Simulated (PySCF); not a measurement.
Compound: C₃H₅FO.
Atom-mapped SMILES: `[CH3:1][O:2]/[CH:3]=[CH:4]\[F:5]` (hydrogens: H6, H7, H8 on C1; H9 on C3; H10 on C4)

Computed, not measured: PySCF, PBE0-D3(BJ)/def2-SVP geometry optimisation, gas phase.

(1) Give the optimised bond lengths and angles.

Answers

(1) 
```tsv
bond	length (Å)	order
C1–O2	1.409	single
O2–C3	1.338	single
C3=C4	1.338	double
C4–F5	1.341	single
C1–H6, C1–H7, C1–H8	1.100	single
C3–H9	1.093	single
C4–H10	1.091	single
```

Bonds in one row agree within 0.01 Å and their mean is given. Orders are formal, as drawn. A selection of angles:
```tsv
angle	degrees
O2–C1–H6	106.5
O2–C1–H7	111.6
H6–C1–H7	109.3
C1–O2–C3	119.0
O2–C3–C4	131.5
O2–C3–H9	111.8
C4–C3–H9	116.7
C3–C4–F5	125.2
C3–C4–H10	121.2
F5–C4–H10	113.6
```

Torsions: C1–O2–C3–C4 2° (synperiplanar); O2–C3–C4–F5 0° (synperiplanar).

The C–O distances run from 1.338 Å (O2–C3, drawn single) to 1.409 Å (C1–O2, drawn single), a spread of 0.071 Å. Of the pairs four or more bonds apart, C1···F5 is among the closest relative to their van der Waals radii: 2.81 Å, 89 % of the sum of Bondi's values. O2 (ether oxygen) is bent (angle 119.0°). The 5 heavy atoms lie in one plane (0.010 Å rms).

No frequency check. One conformer, not necessarily the lowest.
